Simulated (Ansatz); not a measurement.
Molecule (SMILES): [SiH3] (SiH3), doublet.
Atoms: Si1, H2, H3, H4. Bonds: Si1-H2, Si1-H3, Si1-H4.

How fast the highest harmonic wavenumber converges with the basis for several methods (Ansatz, a first-principles code): deviation from each method's own reference, in cm⁻¹. References: HF 2320 cm⁻¹, the value in aug-pcseg-2; PBE 2178 cm⁻¹, the value in aug-pcseg-2; PBE0 2240 cm⁻¹, the value in aug-pcseg-2. Cartesian d functions, on some or all atoms, in 6-311G**; all else is spherical. Core-valence sets carry the plain set on hydrogen. Open shells are unrestricted. No added dispersion term, no relativity. Each level at its own minimum, unscaled; the references are large sets that could be run, not limits.

```tsv
basis	functions	HF	PBE	PBE0
def2-SV(P)	24	49	16	26
def2-SVP	33	18	1	7
6-311G**	45	19	5	8
aug-cc-pV(D+d)Z	59	-12	-12	-11
jun-cc-pV(T+d)Z	90	-7	-4	-5
def2-TZVPPD	99	-1	-1	-1
cc-pCVTZ	101	-5	-6	-6
aug-pcseg-2	119	0	0	0
```

Mean absolute deviation over 6-311G**, jun-cc-pV(T+d)Z, def2-TZVPPD, cc-pCVTZ: PBE 4, PBE0 5, HF 8 cm⁻¹.
